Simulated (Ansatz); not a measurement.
Basis-set extrapolation for `C[Si]O` (PBE0-D4/def2-TZVP geometry, frozen core, Ansatz 0.2.0). Multiplicity 1, RHF reference.

```
                      def2-TZVPP   def2-QZVPP
                 HF  -404.059299  -404.073934
    MP2 correlation    -0.523681    -0.562680
CCSD(T) correlation    -0.573708    -0.608968
```

Energies in hartree. Use E(X) = E(∞) + A·exp(−7.88·√X) for Hartree–Fock and E(X) = E(∞) + B·X^(−2.97) for correlation, with X = 3 and 4.

Problem. What is the CCSD(T) energy at the basis-set limit?

Solution. HF limit: -404.073934 + (-0.014635) × 0.13774 = -404.07595. Correlation limit: -0.608968 + (-0.035260) × 0.74074 = -0.63509. Total: -404.71104 hartree, 49.0 kcal/mol below CCSD(T)/def2-TZVPP.
